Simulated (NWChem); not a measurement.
Program: NWChem. System: BF$_{3}$, charge 0, spin multiplicity 1, at a geometry optimised with PBE/def2-SVP. The structure started from a generated list of species. Level: RHF/def2-SVPD.

The NWChem input:

```
start mol
memory heap 200 mb stack 900 mb global 1100 mb
geometry units angstroms nocenter noautoz
  B      0.000000     0.000000     0.000002
  F      0.000000     0.000000     1.323240
  F      1.145972     0.000000    -0.661620
  F     -1.145972     0.000000    -0.661620
  symmetry group C2v
end
basis spherical
  * library def2-svpd
end
scf
  rhf
  nopen 0
  maxiter 100
  thresh 1e-7
  semidirect memsize 60000000 filesize 0
end
task scf energy
```

NWChem printed:

```
             Northwest Computational Chemistry Package (NWChem) 7.3.0
             --------------------------------------------------------

                                NWChem Input Module
                                -------------------

 Scaling coordinates for geometry "geometry" by  1.889725989
 (inverse scale =  0.529177249)

 Turning off AUTOSYM since
 SYMMETRY directive was detected!

                             Geometry "geometry" -> ""
                             -------------------------

 Output coordinates in angstroms (scale by  1.889725989 to convert to a.u.)

  No.       Tag          Charge          X              Y              Z
 ---- ---------------- ---------- -------------- -------------- --------------
    1 B                    5.0000     0.00000000     0.00000000     0.00000200
    2 F                    9.0000     0.00000000     0.00000000     1.32324000
    3 F                    9.0000     1.14597200     0.00000000    -0.66162000
    4 F                    9.0000    -1.14597200     0.00000000    -0.66162000

 Effective nuclear repulsion energy (a.u.)     110.0931377882

            Nuclear Dipole moment (a.u.)
            ----------------------------
        X                 Y               Z
 ---------------- ---------------- ----------------
     0.0000000000     0.0000000000     0.0000188973

      Symmetry information
      --------------------

 Group name             C2v
 Group number             16
 Group order               4
 No. of unique centers     3

      Symmetry unique atoms

     1    2    3


 Summary of "ao basis" -> "" (spherical)
 ------------------------------------------------------------------------------
       Tag                 Description            Shells   Functions and Types
 ---------------- ------------------------------  ------  ---------------------
 *                         def2-svpd                  on all atoms

 Summary of "ao basis" -> "ao basis" (spherical)
 ------------------------------------------------------------------------------
       Tag                 Description            Shells   Functions and Types
 ---------------- ------------------------------  ------  ---------------------
 B                         def2-svpd                 8       20   4s2p2d
 F                         def2-svpd                 9       23   4s3p2d

                                 NWChem SCF Module
                                 -----------------

  ao basis        = "ao basis"
  functions       =    89
  atoms           =     4
  closed shells   =    16
  open shells     =     0
  charge          =   0.00
  wavefunction    = RHF
  use symmetry    = T
  symmetry adapt  = T

 Summary of "ao basis" -> "ao basis" (spherical)
 ------------------------------------------------------------------------------
       Tag                 Description            Shells   Functions and Types
 ---------------- ------------------------------  ------  ---------------------
 B                         def2-svpd                 8       20   4s2p2d
 F                         def2-svpd                 9       23   4s3p2d

      Symmetry analysis of basis
      --------------------------

        a1         37
        a2         11
        b1         25
        b2         16

 Forming initial guess at       0.1s

      Superposition of Atomic Density Guess
      -------------------------------------

 Sum of atomic energies:        -322.39585024

      Non-variational initial energy
      ------------------------------
[...]
         Total SCF energy =   -322.947541876260
      One-electron energy =   -669.075143820902
      Two-electron energy =    236.034464156462
 Nuclear repulsion energy =    110.093137788181

        Time for solution =      0.6s

       Symmetry analysis of molecular orbitals - final
       -----------------------------------------------

  Numbering of irreducible representations:

     1 a1          2 a2          3 b1          4 b2

  Orbital symmetries:

     1 a1          2 b1          3 a1          4 a1          5 a1
     6 a1          7 b1          8 a1          9 a1         10 b1
    11 b2         12 b1         13 a1         14 b2         15 a2
    16 b1         17 a1         18 b2         19 a1         20 b1
    21 a1         22 b2         23 b1         24 a1         25 b2
    26 a2

             Final eigenvalues
             -----------------

              1
    1  -26.3446
    2  -26.3446
    3  -26.3446
    4   -7.8148
    5   -1.6659
    6   -1.6238
    7   -1.6238
    8   -0.8591
    9   -0.8192
   10   -0.8192
   11   -0.7677
   12   -0.7087
   13   -0.7087
   14   -0.6941
   15   -0.6941
   16   -0.6702
   17    0.0645
   18    0.1628
   19    0.1629
   20    0.1629
   21    0.1829
   22    0.2099
   23    0.2113
   24    0.2113
   25    0.2552
   26    0.2552

                       ROHF Final Molecular Orbital Analysis
                       -------------------------------------

 Vector   14  Occ=2.000000D+00  E=-6.941194D-01  Symmetry=b2
              MO Center= -4.7D-11,  1.4D-16,  6.4D-01, r^2= 1.7D+00
   Bfn.  Coefficient  Atom+Function         Bfn.  Coefficient  Atom+Function
  ----- ------------  ---------------      ----- ------------  ---------------
    26      0.540946  2 F  py                29     -0.372877  2 F  py
    49     -0.270493  3 F  py                72     -0.270493  4 F  py
    52      0.186452  3 F  py                75      0.186452  4 F  py

 Vector   15  Occ=2.000000D+00  E=-6.941173D-01  Symmetry=a2
              MO Center=  6.8D-11, -8.3D-16, -6.4D-01, r^2= 1.7D+00
   Bfn.  Coefficient  Atom+Function         Bfn.  Coefficient  Atom+Function
  ----- ------------  ---------------      ----- ------------  ---------------
    49      0.468484  3 F  py                72     -0.468484  4 F  py
    52     -0.322929  3 F  py                75      0.322929  4 F  py

 Vector   16  Occ=2.000000D+00  E=-6.701794D-01  Symmetry=b1
              MO Center= -1.2D-15, -9.1D-18, -5.1D-05, r^2= 2.2D+00
   Bfn.  Coefficient  Atom+Function         Bfn.  Coefficient  Atom+Function
  ----- ------------  ---------------      ----- ------------  ---------------
    25      0.399185  2 F  px                50     -0.345723  3 F  pz
    73      0.345723  4 F  pz                28     -0.281342  2 F  px
    53      0.243662  3 F  pz                76     -0.243662  4 F  pz
    48     -0.199604  3 F  px                71     -0.199604  4 F  px

 Vector   17  Occ=0.000000D+00  E= 6.445580D-02  Symmetry=a1
              MO Center= -3.6D-16, -1.1D-16,  2.4D-06, r^2= 9.4D+00
   Bfn.  Coefficient  Atom+Function         Bfn.  Coefficient  Atom+Function
  ----- ------------  ---------------      ----- ------------  ---------------
     4      2.388058  1 B  s                 24     -1.074134  2 F  s
    47     -1.074166  3 F  s                 70     -1.074166  4 F  s
     3      1.019537  1 B  s                 33      0.181058  2 F  pz
    54      0.156802  3 F  px                77     -0.156802  4 F  px

 Vector   18  Occ=0.000000D+00  E= 1.627773D-01  Symmetry=b2
              MO Center=  4.2D-14,  7.0D-16, -4.5D-06, r^2= 4.4D+00
   Bfn.  Coefficient  Atom+Function         Bfn.  Coefficient  Atom+Function
  ----- ------------  ---------------      ----- ------------  ---------------
    32      0.446093  2 F  py                55      0.446061  3 F  py
    78      0.446061  4 F  py                 6     -0.329774  1 B  py
    29     -0.236120  2 F  py                52     -0.236119  3 F  py
    75     -0.236119  4 F  py                26      0.192921  2 F  py
    49      0.192920  3 F  py                72      0.192920  4 F  py

 Vector   19  Occ=0.000000D+00  E= 1.628809D-01  Symmetry=a1
              MO Center=  1.2D-14,  4.2D-17,  1.2D+00, r^2= 1.0D+01
   Bfn.  Coefficient  Atom+Function         Bfn.  Coefficient  Atom+Function
  ----- ------------  ---------------      ----- ------------  ---------------
    24      5.191235  2 F  s                 47     -2.595454  3 F  s
    70     -2.595454  4 F  s                 10     -2.508575  1 B  pz
    33     -2.339107  2 F  pz                56     -1.329925  3 F  pz
    79     -1.329925  4 F  pz                18     -1.079188  1 B  d  0
    20      0.623054  1 B  d  2              54      0.582581  3 F  px

 center of mass
 --------------
 x =   0.00000000 y =   0.00000000 z =   0.00000061

 moments of inertia (a.u.)
 ------------------
         178.189947178093           0.000000000000           0.000000000000
           0.000000000000         356.383795630208           0.000000000000
           0.000000000000           0.000000000000         178.193848452115

  Mulliken analysis of the total density
  --------------------------------------

    Atom       Charge   Shell Charges
 -----------   ------   -------------------------------------------------------
    1 B    5     3.54   1.99  0.51 -0.49  0.05  1.30 -0.21  0.32  0.06
    2 F    9     9.49   1.99  1.13  0.76  0.11  3.35  1.99  0.15  0.01  0.01
    3 F    9     9.49   1.99  1.13  0.76  0.11  3.35  1.99  0.15  0.01  0.01
    4 F    9     9.49   1.99  1.13  0.76  0.11  3.35  1.99  0.15  0.01  0.01

       Multipole analysis of the density wrt the origin
       ------------------------------------------------

     L   x y z        total         open         nuclear
     -   - - -        -----         ----         -------
     0   0 0 0     -0.000000      0.000000     32.000000

     1   1 0 0     -0.000000      0.000000      0.000000
     1   0 1 0     -0.000000      0.000000      0.000000
     1   0 0 1      0.000019      0.000000      0.000019

     2   2 0 0    -16.715102      0.000000     84.414721
     2   1 1 0     -0.000000      0.000000      0.000000
     2   1 0 1     -0.000000      0.000000      0.000000
     2   0 2 0    -13.189020      0.000000      0.000000
     2   0 1 1     -0.000000      0.000000      0.000000
     2   0 0 2    -16.715004      0.000000     84.412873

 Task  times  cpu:        1.2s     wall:        1.2s

 Total times  cpu:        1.3s     wall:        1.3s
```
